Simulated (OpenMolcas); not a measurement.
# P2H4 (diphosphine): name the method

The species is P2H4 (6 atoms), meant as a singlet with charge 0. As SMILES, `PP`. The shape is that of a PBE0-D4/def2-TZVP optimisation. This is one conformer, not always the lowest.

```xyz
6

P     0.3651   -1.0488   -0.0823
P    -0.3652    1.0491    0.0781
H    -0.4970   -1.5216    0.9450
H    -0.5721   -1.3929   -1.0949
H     0.5028    1.5246   -0.9429
H     0.5664    1.3896    1.0970
```

A calculation with OpenMolcas 26.06 gave:

```json
{
 "total energy": "-685.7315 Eh",
 "dipole moment": "0.00 D",
 "HOMO energy": "-9.16 eV",
 "LUMO energy": "2.48 eV",
 "HOMO–LUMO gap": "11.64 eV"
}
```

**Question.** Which of these levels gave the numbers?
A. HF/ANO-R1 (DKH3)
B. HF/ANO-R1 (DKH2)
C. HF/ANO-R1 (DKH1)
D. HF/ANO-R1 (sfX2C)

**Answer.** C. The others give -685.4533 Eh (HF/ANO-R1 (sfX2C)), -685.4451 Eh (HF/ANO-R1 (DKH2)), -685.4481 Eh (HF/ANO-R1 (DKH3)).
